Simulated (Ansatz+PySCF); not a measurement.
singlet CH(+): levels of theory in one basis

```tsv
atom	x (Å)	y (Å)	z (Å)
C	0.0000	0.0000	-0.2458
H	0.0000	0.0000	1.4749
```

Basis set: 6-31G (spherical functions). Left uncorrelated: 1 orbital. Charge 1, multiplicity 1.

Computed with Ansatz (development build ahead of 0.2.0); each method stands on the lowest determinant of its kind that the runs found.

| method | E − E(RHF) (eV) | <S²> of the determinant |
| --- | --- | --- |
| RHF | 0.00 | 0.00 |
| UHF | -0.31 | 0.71 |
| UHF-MP2 | -1.27 | 0.71 |
| UHF-CCSD | -2.62 | 0.71 |
| RHF-CCSD(T) | -2.65 | – |
| UHF-CCSD(T) | -2.66 | 0.71 |
| full CI (lowest root of this spin) | -2.66 | – |

Task: What does RHF-MP2 give on the same scale?

Result: -1.56 eV.

At such a shape the full CI root can have another spatial symmetry than the determinants, so the rows needn't describe one state.

Task: Is a single determinant a sound starting point here?

Result: It is doubtful. Unrestricted orbitals lower Hartree–Fock by 0.31 eV and <S²> is 0.71 where a pure state has 0.00, a sign of strong static correlation.

Caution for RHF, RHF-MP2, RHF-CCSD(T): an unrestricted determinant lies well below. Caution for UHF, UHF-MP2, UHF-CCSD, UHF-CCSD(T): the unrestricted determinant is spin contaminated. Caution for RHF-MP2, RHF-CCSD(T): bonds are stretched, where a single reference can fail. Caution for UHF-MP2, UHF-CCSD, UHF-CCSD(T): large amplitudes, a single reference is doubtful; a plain start can end on a higher determinant. Caution for UHF-MP2: another reference gives a lower total.
